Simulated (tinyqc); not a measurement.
UKS/LDA (PW92) in the sto-6g basis, for NH, spin multiplicity 3, step by step (part 1 of 2). Computed by tinyqc, a small Python program that keeps every step (integrals from PySCF). Settings: charge = 0, multiplicity = 3, basis = sto-6g, energy threshold = 1e-09, iteration cap = 86, orthogonalisation = canonical, start = core, DIIS depth = 4, method = UKS, functional = lda,pw, grid = [10, 14]. Command: `OMP_NUM_THREADS=1 python tinyqc.py 28362 28363 out.jsonl` (the two numbers bound the seeds that draw the settings). One thread of a shared host (Intel(R) Xeon(R) Processor @ 2.60GHz), about 1 s of CPU time with the checks. Later iterations appear only in the table of the cycle.

## One-electron integrals

Geometry (angstrom):

| atom | x | y | z |
|---|---|---|---|
| N | 0.000000 | 0.000000 | 0.000000 |
| H | 0.000000 | 0.000000 | 1.034000 |

Basis sto-6g: exponents (1/bohr^2) and contraction coefficients of normalised primitives:

| element | l (shell) | exponent | coefficient |
|---|---|---|---|
| N | s (1) | 1027.828458 | 0.009164 |
| N | s (1) | 188.451223 | 0.049361 |
| N | s (1) | 52.721861 | 0.168538 |
| N | s (1) | 18.111382 | 0.370563 |
| N | s (1) | 7.033180 | 0.416492 |
| N | s (1) | 2.896652 | 0.130334 |
| N | s (2) | 39.198808 | -0.013253 |
| N | s (2) | 7.758467 | -0.046992 |
| N | s (2) | 2.411326 | -0.033785 |
| N | s (2) | 0.927724 | 0.250242 |
| N | s (2) | 0.402911 | 0.595117 |
| N | s (2) | 0.184684 | 0.240706 |
| N | p (3) | 39.198808 | 0.003760 |
| N | p (3) | 7.758467 | 0.037679 |
| N | p (3) | 2.411326 | 0.173897 |
| N | p (3) | 0.927724 | 0.418036 |
| N | p (3) | 0.402911 | 0.425860 |
| N | p (3) | 0.184684 | 0.101708 |
| H | s (1) | 35.523221 | 0.009164 |
| H | s (1) | 6.513144 | 0.049361 |
| H | s (1) | 1.822143 | 0.168538 |
| H | s (1) | 0.625955 | 0.370563 |
| H | s (1) | 0.243077 | 0.416492 |
| H | s (1) | 0.100112 | 0.130334 |

Overlap, kinetic and nuclear-attraction integrals over the contracted functions; the nuclear repulsion is the sum of Za Zb / Rab.

nuclear repulsion = 3.58243760 hartree

overlap S:
```
           1N 1s     1N 2s    1N 2px    1N 2py    1N 2pz     2H 1s
1N 1s   1.000000  0.229416  0.000000  0.000000  0.000000  0.057288
1N 2s   0.229416  1.000000  0.000000  0.000000  0.000000  0.482442
1N 2px  0.000000  0.000000  1.000000  0.000000  0.000000  0.000000
1N 2py  0.000000  0.000000  0.000000  1.000000  0.000000  0.000000
1N 2pz  0.000000  0.000000  0.000000  0.000000  1.000000  0.431771
2H 1s   0.057288  0.482442  0.000000  0.000000  0.431771  1.000000
```

kinetic energy T (hartree):
```
            1N 1s      1N 2s    1N 2px    1N 2py    1N 2pz      2H 1s
1N 1s   22.236411  -0.678745  0.000000  0.000000  0.000000  -0.005265
1N 2s   -0.678745   0.632900  0.000000  0.000000  0.000000   0.113850
1N 2px   0.000000   0.000000  1.901294  0.000000  0.000000   0.000000
1N 2py   0.000000   0.000000  0.000000  1.901294  0.000000   0.000000
1N 2pz   0.000000   0.000000  0.000000  0.000000  1.901294   0.268068
2H 1s   -0.005265   0.113850  0.000000  0.000000  0.268068   0.768522
```

nuclear attraction V (hartree):
```
             1N 1s      1N 2s     1N 2px     1N 2py     1N 2pz      2H 1s
1N 1s   -47.185255  -4.764465   0.000000   0.000000  -0.016059  -1.365222
1N 2s    -4.764465  -7.327079   0.000000   0.000000  -0.175963  -2.931409
1N 2px    0.000000   0.000000  -7.285060   0.000000   0.000000   0.000000
1N 2py    0.000000   0.000000   0.000000  -7.285060   0.000000   0.000000
1N 2pz   -0.016059  -0.175963   0.000000   0.000000  -7.410215  -2.438397
2H 1s    -1.365222  -2.931409   0.000000   0.000000  -2.438397  -4.725629
```

core Hamiltonian H = T + V (hartree):
```
             1N 1s      1N 2s     1N 2px     1N 2py     1N 2pz      2H 1s
1N 1s   -24.948844  -5.443211   0.000000   0.000000  -0.016059  -1.370487
1N 2s    -5.443211  -6.694179   0.000000   0.000000  -0.175963  -2.817560
1N 2px    0.000000   0.000000  -5.383766   0.000000   0.000000   0.000000
1N 2py    0.000000   0.000000   0.000000  -5.383766   0.000000   0.000000
1N 2pz   -0.016059  -0.175963   0.000000   0.000000  -5.508921  -2.170329
2H 1s    -1.370487  -2.817560   0.000000   0.000000  -2.170329  -3.957107
```

## Two-electron integrals

Functions are numbered as in S; the eight-fold symmetry (ij|kl) = (ji|kl) = (kl|ij) leaves the list below.

Two-electron integrals (ij|kl) in chemists' order, unique and non-zero (hartree):
```
(11|11) 4.168742   (21|11) 0.583648   (21|21) 0.104114   (22|11) 0.968487
(22|21) 0.214450   (22|22) 0.708398   (31|31) 0.022075   (32|31) 0.033611
(32|32) 0.156576   (33|11) 0.968488   (33|21) 0.214450   (33|22) 0.708398
(33|33) 0.763241   (41|41) 0.022075   (42|41) 0.033611   (42|42) 0.156576
(43|43) 0.041133   (44|11) 0.968488   (44|21) 0.214450   (44|22) 0.708398
(44|33) 0.680975   (44|44) 0.763241   (51|51) 0.022075   (52|51) 0.033611
(52|52) 0.156576   (53|53) 0.041133   (54|54) 0.041133   (55|11) 0.968488
(55|21) 0.214450   (55|22) 0.708398   (55|33) 0.680975   (55|44) 0.680975
(55|55) 0.763241   (61|11) 0.155431   (61|21) 0.026573   (61|22) 0.053533
(61|33) 0.053384   (61|44) 0.053384   (61|51) 0.001487   (61|52) 0.002903
(61|55) 0.053831   (61|61) 0.006939   (62|11) 0.360949   (62|21) 0.080944
(62|22) 0.293280   (62|33) 0.287522   (62|44) 0.287522   (62|51) 0.007241
(62|52) 0.052067   (62|55) 0.304795   (62|61) 0.020926   (62|62) 0.152561
(63|31) 0.008969   (63|32) 0.049464   (63|53) 0.010577   (63|63) 0.020604
(64|41) 0.008969   (64|42) 0.049464   (64|54) 0.010577   (64|64) 0.020604
(65|11) 0.278906   (65|21) 0.063436   (65|22) 0.244432   (65|33) 0.232712
(65|44) 0.232712   (65|51) 0.013938   (65|52) 0.090201   (65|55) 0.267872
(65|61) 0.017189   (65|62) 0.152859   (65|65) 0.171490   (66|11) 0.497314
(66|21) 0.113576   (66|22) 0.467308   (66|33) 0.445357   (66|44) 0.445357
(66|51) 0.013450   (66|52) 0.128949   (66|55) 0.511209   (66|61) 0.029784
(66|62) 0.302502   (66|65) 0.340505   (66|66) 0.774999
```

## Orthogonalisation

S = U s U^T; canonical form X = U s^(-1/2), so that X^T S X = 1. Each column of U has its largest component positive (the first on a tie).

eigenvalues of S: 0.341843  0.837303  1.000000  1.000000  1.133265  1.687590

X:
```
                1          2         3          4          5         6
1N 1s    0.225963   0.782308  0.000000   0.000000   0.602956  0.185558
1N 2s   -0.942493  -0.504376  0.000000   0.000000   0.394627  0.426415
1N 2px   0.000000   0.000000  0.622202   0.782857   0.000000  0.000000
1N 2py   0.000000   0.000000  0.782857  -0.622202   0.000000  0.000000
1N 2pz  -0.773011   0.535854  0.000000   0.000000  -0.575792  0.326220
2H 1s    1.178315  -0.201917  0.000000   0.000000  -0.177716  0.519500
```

Within a degenerate level the vectors are fixed only up to a rotation; this is one choice.

## Starting guess

The start is the orbitals of the core Hamiltonian; D(s) = C_occ C_occ^T for each spin.

D(alpha) at the start:
```
            1N 1s      1N 2s    1N 2px    1N 2py     1N 2pz      2H 1s
1N 1s    1.059644  -0.271850  0.000000  0.000000  -0.027252   0.049261
1N 2s   -0.271850   1.233945  0.000000  0.000000   0.173667  -0.219021
1N 2px   0.000000   0.000000  1.000000  0.000000   0.000000   0.000000
1N 2py   0.000000   0.000000  0.000000  1.000000   0.000000   0.000000
1N 2pz  -0.027252   0.173667  0.000000  0.000000   1.165874  -0.238017
2H 1s    0.049261  -0.219021  0.000000  0.000000  -0.238017   0.076494
```

D(beta) at the start:
```
            1N 1s      1N 2s    1N 2px    1N 2py     1N 2pz      2H 1s
1N 1s    1.059644  -0.271850  0.000000  0.000000  -0.027252   0.049261
1N 2s   -0.271850   1.233945  0.000000  0.000000   0.173667  -0.219021
1N 2px   0.000000   0.000000  0.000000  0.000000   0.000000   0.000000
1N 2py   0.000000   0.000000  0.000000  0.000000   0.000000   0.000000
1N 2pz  -0.027252   0.173667  0.000000  0.000000   1.165874  -0.238017
2H 1s    0.049261  -0.219021  0.000000  0.000000  -0.238017   0.076494
```

## Iteration 1: exchange-correlation on the grid

Becke grid with 10 radial and 14 angular points per atom, points of zero weight dropped. rho = sum D_ij phi_i phi_j; V_xc,ij = sum w v_xc phi_i phi_j; v_xc is d(rho eps)/d rho(s) for spin s.

The 12 grid points with the largest w rho, of 276 (bohr, atomic units):

| x | y | z | w | rho(alpha) | rho(beta) | eps_xc | v_xc(alpha) |
|---|---|---|---|---|---|---|---|
| 0.000000 | 0.000000 | -1.190694 | 0.760537 | 0.169283 | 0.169283 | -0.577239 | -0.756654 |
| -0.687448 | 0.687448 | 0.687448 | 0.804756 | 0.174171 | 0.092699 | -0.544146 | -0.750242 |
| 0.687448 | 0.687448 | 0.687448 | 0.804756 | 0.174171 | 0.092699 | -0.544146 | -0.750242 |
| -0.687448 | -0.687448 | 0.687448 | 0.804756 | 0.174171 | 0.092699 | -0.544146 | -0.750242 |
| 0.687448 | -0.687448 | 0.687448 | 0.804756 | 0.174171 | 0.092699 | -0.544146 | -0.750242 |
| 0.687448 | -0.687448 | -0.687448 | 0.855603 | 0.165086 | 0.083615 | -0.533534 | -0.736785 |
| -0.687448 | -0.687448 | -0.687448 | 0.855603 | 0.165086 | 0.083615 | -0.533534 | -0.736785 |
| 0.687448 | 0.687448 | -0.687448 | 0.855603 | 0.165086 | 0.083615 | -0.533534 | -0.736785 |
| -0.687448 | 0.687448 | -0.687448 | 0.855603 | 0.165086 | 0.083615 | -0.533534 | -0.736785 |
| 0.000000 | -1.190694 | 0.000000 | 0.760015 | 0.168365 | 0.046157 | -0.527223 | -0.732979 |
| 1.190694 | 0.000000 | 0.000000 | 0.760015 | 0.168365 | 0.046157 | -0.527223 | -0.732979 |
| -1.190694 | 0.000000 | 0.000000 | 0.760015 | 0.168365 | 0.046157 | -0.527223 | -0.732979 |

electrons on the grid, sum of w rho = 8.032403

E_xc = sum of w rho eps_xc = -7.15192491 hartree

V_xc(alpha) (hartree):
```
            1N 1s      1N 2s     1N 2px     1N 2py     1N 2pz      2H 1s
1N 1s   -2.570654  -0.334765   0.000000   0.000000  -0.001339  -0.091404
1N 2s   -0.334765  -0.721895   0.000000   0.000000  -0.000472  -0.263273
1N 2px   0.000000   0.000000  -0.720435   0.000000   0.000000   0.000000
1N 2py   0.000000   0.000000   0.000000  -0.720435   0.000000   0.000000
1N 2pz  -0.001339  -0.000472   0.000000   0.000000  -0.719340  -0.196950
2H 1s   -0.091404  -0.263273   0.000000   0.000000  -0.196950  -0.281126
```

V_xc(beta) (hartree):
```
            1N 1s      1N 2s     1N 2px     1N 2py     1N 2pz      2H 1s
1N 1s   -2.541570  -0.313923   0.000000   0.000000  -0.001672  -0.086902
1N 2s   -0.313923  -0.615337   0.000000   0.000000  -0.000747  -0.231061
1N 2px   0.000000   0.000000  -0.591713   0.000000   0.000000   0.000000
1N 2py   0.000000   0.000000   0.000000  -0.591713   0.000000   0.000000
1N 2pz  -0.001672  -0.000747   0.000000   0.000000  -0.658021  -0.181607
2H 1s   -0.086902  -0.231061   0.000000   0.000000  -0.181607  -0.259286
```

## Iteration 1: building the Kohn-Sham matrix

J_ij = sum D_kl (ij|kl) with D = D(alpha) + D(beta); F = H + J + V_xc; E = tr D H + tr D J / 2 + E_xc + E_nn.

Coulomb J (hartree):
```
            1N 1s      1N 2s    1N 2px    1N 2py     1N 2pz     2H 1s
1N 1s   14.310420   2.473192  0.000000  0.000000   0.003680  0.637991
1N 2s    2.473192   6.228545  0.000000  0.000000  -0.006089  2.493064
1N 2px   0.000000   0.000000  6.204841  0.000000   0.000000  0.000000
1N 2py   0.000000   0.000000  0.000000  6.204841   0.000000  0.000000
1N 2pz   0.003680  -0.006089  0.000000  0.000000   6.275954  2.034801
2H 1s    0.637991   2.493064  0.000000  0.000000   2.034801  3.789781
```

F(alpha) (hartree):
```
             1N 1s      1N 2s    1N 2px    1N 2py     1N 2pz      2H 1s
1N 1s   -13.209078  -3.304783  0.000000  0.000000  -0.013718  -0.823900
1N 2s    -3.304783  -1.187528  0.000000  0.000000  -0.182524  -0.587769
1N 2px    0.000000   0.000000  0.100641  0.000000   0.000000   0.000000
1N 2py    0.000000   0.000000  0.000000  0.100641   0.000000   0.000000
1N 2pz   -0.013718  -0.182524  0.000000  0.000000   0.047693  -0.332478
2H 1s    -0.823900  -0.587769  0.000000  0.000000  -0.332478  -0.448452
```

F(beta) (hartree):
```
             1N 1s      1N 2s    1N 2px    1N 2py     1N 2pz      2H 1s
1N 1s   -13.179993  -3.283942  0.000000  0.000000  -0.014051  -0.819398
1N 2s    -3.283942  -1.080970  0.000000  0.000000  -0.182799  -0.555557
1N 2px    0.000000   0.000000  0.229362  0.000000   0.000000   0.000000
1N 2py    0.000000   0.000000  0.000000  0.229362   0.000000   0.000000
1N 2pz   -0.014051  -0.182799  0.000000  0.000000   0.109012  -0.317135
2H 1s    -0.819398  -0.555557  0.000000  0.000000  -0.317135  -0.426612
```

total energy of this density = -53.80245840 hartree

## Iteration 1: diagonalisation and new density

Diagonalise F' = X^T F X, C = X C', fill 5 alpha and 3 beta electrons from the bottom; D(s) = C_occ C_occ^T. Each column has its largest component positive (the first on a tie).

F' = X^T F X (alpha) (hartree):
```
           1          2         3         4          5          6
1   0.295440  -0.717840  0.000000  0.000000  -0.438831  -0.265034
2  -0.717840  -5.483059  0.000000  0.000000  -5.928190  -2.586375
3   0.000000   0.000000  0.100641  0.000000   0.000000   0.000000
4   0.000000   0.000000  0.000000  0.100641   0.000000   0.000000
5  -0.438831  -5.928190  0.000000  0.000000  -6.274785  -2.904997
6  -0.265034  -2.586375  0.000000  0.000000  -2.904997  -1.894054
```

orbital energies (alpha) (hartree): MO1 -13.215958, MO2 -0.567847, MO3 -0.047137, MO4 0.100641, MO5 0.100641, MO6 0.474485

coefficients C (alpha):
```
              MO1        MO2        MO3       MO4        MO5        MO6
1N 1s    0.994054  -0.175253  -0.193372  0.000000   0.000000  -0.069305
1N 2s    0.027071   0.569812   0.935152  0.000000   0.000000   0.529452
1N 2px   0.000000   0.000000   0.000000  0.660321   0.750984   0.000000
1N 2py   0.000000   0.000000   0.000000  0.750984  -0.660321   0.000000
1N 2pz   0.005143   0.237333  -0.353735  0.000000   0.000000   1.068251
2H 1s   -0.009238   0.509607  -0.645828  0.000000   0.000000  -1.026539
```

F' = X^T F X (beta) (hartree):
```
           1          2         3         4          5          6
1   0.352283  -0.707175  0.000000  0.000000  -0.446544  -0.308509
2  -0.707175  -5.434414  0.000000  0.000000  -5.954346  -2.598068
3   0.000000   0.000000  0.229362  0.000000   0.000000   0.000000
4   0.000000   0.000000  0.000000  0.229362   0.000000   0.000000
5  -0.446544  -5.954346  0.000000  0.000000  -6.218666  -2.890514
6  -0.308509  -2.598068  0.000000  0.000000  -2.890514  -1.837736
```

orbital energies (beta) (hartree): MO1 -13.186142, MO2 -0.509360, MO3 0.028464, MO4 0.229362, MO5 0.229362, MO6 0.528506

coefficients C (beta):
```
              MO1        MO2        MO3       MO4        MO5        MO6
1N 1s    0.994411  -0.158231  -0.204807  0.000000   0.000000  -0.072219
1N 2s    0.025505   0.486540   0.976687  0.000000   0.000000   0.537549
1N 2px   0.000000   0.000000   0.000000  0.201722   0.979443   0.000000
1N 2py   0.000000   0.000000   0.000000  0.979443  -0.201722   0.000000
1N 2pz   0.004916   0.231883  -0.329489  0.000000   0.000000   1.077165
2H 1s   -0.008690   0.583023  -0.613794  0.000000   0.000000  -1.006939
```

D(alpha) after iteration 1:
```
            1N 1s      1N 2s    1N 2px    1N 2py     1N 2pz      2H 1s
1N 1s    1.056249  -0.253784  0.000000  0.000000   0.031922   0.026392
1N 2s   -0.253784   1.199928  0.000000  0.000000  -0.195421  -0.313817
1N 2px   0.000000   0.000000  1.000000  0.000000   0.000000   0.000000
1N 2py   0.000000   0.000000  0.000000  1.000000   0.000000   0.000000
1N 2pz   0.031922  -0.195421  0.000000  0.000000   0.181482   0.349351
2H 1s    0.026392  -0.313817  0.000000  0.000000   0.349351   0.676879
```

D(beta) after iteration 1:
```
            1N 1s      1N 2s    1N 2px    1N 2py     1N 2pz      2H 1s
1N 1s    1.055837  -0.251656  0.000000  0.000000   0.035679   0.024816
1N 2s   -0.251656   1.191289  0.000000  0.000000  -0.208862  -0.316042
1N 2px   0.000000   0.000000  0.000000  0.000000   0.000000   0.000000
1N 2py   0.000000   0.000000  0.000000  0.000000   0.000000   0.000000
1N 2pz   0.035679  -0.208862  0.000000  0.000000   0.162357   0.337389
2H 1s    0.024816  -0.316042  0.000000  0.000000   0.337389   0.716735
```

Within a degenerate level the vectors are fixed only up to a rotation; this is one choice.

## Iteration 2: exchange-correlation on the grid

As before.

The 12 grid points with the largest w rho, of 276 (bohr, atomic units):

| x | y | z | w | rho(alpha) | rho(beta) | eps_xc | v_xc(alpha) |
|---|---|---|---|---|---|---|---|
| -0.687448 | 0.687448 | -0.687448 | 0.855603 | 0.147437 | 0.066043 | -0.511837 | -0.708931 |
| 0.687448 | 0.687448 | -0.687448 | 0.855603 | 0.147437 | 0.066043 | -0.511837 | -0.708931 |
| -0.687448 | -0.687448 | -0.687448 | 0.855603 | 0.147437 | 0.066043 | -0.511837 | -0.708931 |
| 0.687448 | -0.687448 | -0.687448 | 0.855603 | 0.147437 | 0.066043 | -0.511837 | -0.708931 |
| -1.190694 | 0.000000 | 0.000000 | 0.760015 | 0.166495 | 0.043979 | -0.525262 | -0.729948 |
| 0.000000 | 1.190694 | 0.000000 | 0.760015 | 0.166495 | 0.043979 | -0.525262 | -0.729948 |
| 0.000000 | -1.190694 | 0.000000 | 0.760015 | 0.166495 | 0.043979 | -0.525262 | -0.729948 |
| 1.190694 | 0.000000 | 0.000000 | 0.760015 | 0.166495 | 0.043979 | -0.525262 | -0.729948 |
| -0.687448 | 0.687448 | 0.687448 | 0.804756 | 0.131007 | 0.047160 | -0.489584 | -0.679819 |
| -0.687448 | -0.687448 | 0.687448 | 0.804756 | 0.131007 | 0.047160 | -0.489584 | -0.679819 |
| 0.687448 | 0.687448 | 0.687448 | 0.804756 | 0.131007 | 0.047160 | -0.489584 | -0.679819 |
| 0.687448 | -0.687448 | 0.687448 | 0.804756 | 0.131007 | 0.047160 | -0.489584 | -0.679819 |

electrons on the grid, sum of w rho = 8.028396

E_xc = sum of w rho eps_xc = -6.73464461 hartree

V_xc(alpha) (hartree):
```
            1N 1s      1N 2s     1N 2px     1N 2py     1N 2pz      2H 1s
1N 1s   -2.554058  -0.324230   0.000000   0.000000   0.001919  -0.088380
1N 2s   -0.324230  -0.689308   0.000000   0.000000  -0.007804  -0.290587
1N 2px   0.000000   0.000000  -0.695563   0.000000   0.000000   0.000000
1N 2py   0.000000   0.000000   0.000000  -0.695563   0.000000   0.000000
1N 2pz   0.001919  -0.007804   0.000000   0.000000  -0.671712  -0.250658
2H 1s   -0.088380  -0.290587   0.000000   0.000000  -0.250658  -0.523295
```

V_xc(beta) (hartree):
```
            1N 1s      1N 2s     1N 2px     1N 2py     1N 2pz      2H 1s
1N 1s   -2.523164  -0.300703   0.000000   0.000000   0.002991  -0.083121
1N 2s   -0.300703  -0.569187   0.000000   0.000000  -0.002033  -0.255176
1N 2px   0.000000   0.000000  -0.553100   0.000000   0.000000   0.000000
1N 2py   0.000000   0.000000   0.000000  -0.553100   0.000000   0.000000
1N 2pz   0.002991  -0.002033   0.000000   0.000000  -0.597324  -0.233899
2H 1s   -0.083121  -0.255176   0.000000   0.000000  -0.233899  -0.508154
```

## Iteration 2: building the Kohn-Sham matrix

As before.

Coulomb J (hartree):
```
            1N 1s     1N 2s    1N 2px    1N 2py    1N 2pz     2H 1s
1N 1s   13.437947  2.289067  0.000000  0.000000  0.004726  0.592028
1N 2s    2.289067  5.806050  0.000000  0.000000  0.116245  2.462030
1N 2px   0.000000  0.000000  5.784594  0.000000  0.000000  0.000000
1N 2py   0.000000  0.000000  0.000000  5.784594  0.000000  0.000000
1N 2pz   0.004726  0.116245  0.000000  0.000000  5.848964  2.115189
2H 1s    0.592028  2.462030  0.000000  0.000000  2.115189  4.186744
```

F(alpha) (hartree):
```
             1N 1s      1N 2s     1N 2px     1N 2py     1N 2pz      2H 1s
1N 1s   -14.064955  -3.478373   0.000000   0.000000  -0.009414  -0.866839
1N 2s    -3.478373  -1.577437   0.000000   0.000000  -0.067523  -0.646117
1N 2px    0.000000   0.000000  -0.294735   0.000000   0.000000   0.000000
1N 2py    0.000000   0.000000   0.000000  -0.294735   0.000000   0.000000
1N 2pz   -0.009414  -0.067523   0.000000   0.000000  -0.331669  -0.305798
2H 1s    -0.866839  -0.646117   0.000000   0.000000  -0.305798  -0.293657
```

F(beta) (hartree):
```
             1N 1s      1N 2s     1N 2px     1N 2py     1N 2pz      2H 1s
1N 1s   -14.034061  -3.454847   0.000000   0.000000  -0.008342  -0.861579
1N 2s    -3.454847  -1.457316   0.000000   0.000000  -0.061751  -0.610706
1N 2px    0.000000   0.000000  -0.152272   0.000000   0.000000   0.000000
1N 2py    0.000000   0.000000   0.000000  -0.152272   0.000000   0.000000
1N 2pz   -0.008342  -0.061751   0.000000   0.000000  -0.257281  -0.289039
2H 1s    -0.861579  -0.610706   0.000000   0.000000  -0.289039  -0.278517
```

total energy of this density = -54.39051455 hartree
